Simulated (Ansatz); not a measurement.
Start from `C=CCCF` and change one atom or group to get `C=CC`.

Ansatz, PBE0-D4/def2-TZVP geometries, multiplicity 1. Each molecule was computed in one conformer, which needn't be the lowest.

| property | `C=CCCF` |
| --- | --- |
| HOMO energy (PBE/def2-TZVPP) / eV | -6.46 |
| size of the dipole moment (PBE/def2-TZVPP) / D | 1.55 |
| HOMO–LUMO gap (ωB97M-V/def2-TZVPP) / eV | 12.07 |
| LUMO energy (ωB97M-V/def2-TZVPP) / eV | 2.20 |
| HOMO–LUMO gap (PBE0/def2-TZVPP) / eV | 7.74 |
| ideal-gas entropy at 298 K and 1 bar (rigid rotor, harmonic PBE0-D4/def2-TZVP) / J/(mol·K) | 317 |

(1) Give the same properties after the change, and the shifts. (Estimate.)

Results:

(1) The calculation gave: 
```tsv
property	`C=CC`	shift
HOMO energy (PBE/def2-TZVPP) / eV	-6.24	0.22
size of the dipole moment (PBE/def2-TZVPP) / D	0.44	-1.11
HOMO–LUMO gap (ωB97M-V/def2-TZVPP) / eV	12.21	0.14
LUMO energy (ωB97M-V/def2-TZVPP) / eV	2.57	0.37
HOMO–LUMO gap (PBE0/def2-TZVPP) / eV	7.82	0.08
ideal-gas entropy at 298 K and 1 bar (rigid rotor, harmonic PBE0-D4/def2-TZVP) / J/(mol·K)	264	-53
```

With PBE0 the HOMO rises by 0.23 eV and the LUMO rises by 0.31 eV, so the gap widens by about 0.08 eV. PBE moves the HOMO by 0.22 eV and ωB97M-V by 0.23 eV. The zero-point energy changes by -57.9 kJ/mol with -9 modes. Dipoles are sizes alone; their direction can turn.
